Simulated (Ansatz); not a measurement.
`F[Si]S` + NH₃ → `N[Si]F` + H₂S at 400 K and 1 bar (ligand exchange at the Si–S bond).

Computed with Ansatz on PBE0-D4/def2-TZVP structures; ΔE is electronic, products minus reactants. CCSD(T)/CBS is extrapolated from def2-TZVPP and def2-QZVPP, frozen cores. One conformer a species, not always the lowest.

```csv
species,CCSD(T)/CBS energy (Eh),H − E (kJ/mol),S (J/(mol·K))
`F[Si]S`,-787.29682,51.1,300.8
NH₃,-56.50568,104.2,203.1
`N[Si]F`,-444.83821,94.4,288.8
H₂S,-398.97119,53.4,215.9
```

H − E and S are ideal-gas, rigid-rotor, harmonic terms from PBE0-D4/def2-TZVP, for one conformer and one mirror image of each species. 1 Eh = 2625.50 kJ/mol, R = 8.31446 J/(mol·K).

Problem. By hand: ΔE, ΔH, ΔS and ΔG.

Solution. ΔE = (-444.83821) + (-398.97119) − (-787.29682) − (-56.50568) = -0.00690 Eh = -18.1 kJ/mol. Δ(H − E) = 94.4 + 53.4 − 51.1 − 104.2 = -7.5, so ΔH = -25.6 kJ/mol. ΔS = 288.8 + 215.9 − 300.8 − 203.1 = 0.8 J/(mol·K). ΔG = -25.6 − 400 × (0.8)/1000 = -25.9 kJ/mol.

Problem. By hand: the equilibrium constant, and the temperature at which ΔG would vanish if ΔH and ΔS stayed fixed.

Solution. log₁₀ K = −ΔG/(RT ln 10) = 3.4. ΔH and −TΔS have one sign here, so there is no such temperature.

The number of gas molecules stays the same, so ΔS is small and ΔH decides. A doubt of 5 kJ/mol in ΔE shifts log₁₀ K by 0.7 here. Other conformers and mirror images would add mixing entropy, several J/(mol·K) or more a flexible species. These are equilibria of isolated gas molecules and say nothing of rates. Largest T1 diagnostic: 0.015 (customary marks: 0.02 for closed shells, 0.045 for open ones).

ΔS is within the doubt of such terms, so its sign, and with it that verdict, could turn.
